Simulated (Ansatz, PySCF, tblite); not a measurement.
## Band gap of zinc-blende AlN (metastable phase): levels of theory against measurement

Reference value: 5.34 eV (measured, temperature not stated, not corrected to a static lattice; as tabulated in Deguchi et al. (2016), arXiv:1512.06930).

**Question.** What do GFN1-xTB, LDA, PBE, PBE-D3(BJ), r²SCAN, LC-ωPBE, r²SCAN0, Hartree–Fock, G0W0@Hartree–Fock give, and how far is each from the reference?

**Answer.** 
```
level (code)                     value (eV)  cell (Å³/atom)  difference (eV)
-------------------------  ----------------  --------------  ---------------
GFN1-xTB (tblite)                      0.00           12.94            -5.34
LDA (Ansatz)                3.24 (indirect)           10.50            -2.10
PBE (Ansatz)                3.32 (indirect)           10.50            -2.02
PBE-D3(BJ) (Ansatz)         3.32 (indirect)           10.45            -2.02
r²SCAN (Ansatz)             3.93 (indirect)           10.50            -1.41
LC-ωPBE (Ansatz)            9.72 (indirect)           10.29            +4.38
r²SCAN0 (Ansatz)            5.69 (indirect)           10.50            +0.35
Hartree–Fock (Ansatz)      12.04 (indirect)           10.50            +6.70
G0W0@Hartree–Fock (PySCF)        7.52 ± 0.1           10.50            +2.18
```

Leaving aside GFN1-xTB (doubt noted below): Of the ranked levels r²SCAN0 (+0.35 eV) comes nearest. Among them Hartree–Fock (+6.70 eV) misses by most. Of the ranked levels only r²SCAN0 lands within 1 eV.

Density-functional gaps are differences of (generalised) Kohn–Sham levels of a static lattice; semilocal ones lie below quasiparticle gaps as a rule. Measured gaps hold zero-point and thermal shifts unless a correction is named. A gap of zero means that the bands touch or overlap; how far they overlap is not shown.  A ± on a computed value is a rough bar: the spread of its extrapolation, a floor set from checks against published values, or a statistical error. GFN1-xTB: the gap is read on the k mesh or supercell of the run alone and can be too large. GFN1-xTB: the method was fitted mainly to molecules. Values are at the measured cell; GFN1-xTB at the level's own equilibrium cell; PBE-D3(BJ) at the level's own equilibrium cell; LC-ωPBE at the level's own equilibrium cell. Cutoffs and k meshes differ between the levels. Ansatz's density-functional and Hartree–Fock values are scalar-relativistic unless marked +SOC, with PAW data made under PBE.

Differences are worked out from the printed values.

Ansatz is an electronic-structure program.
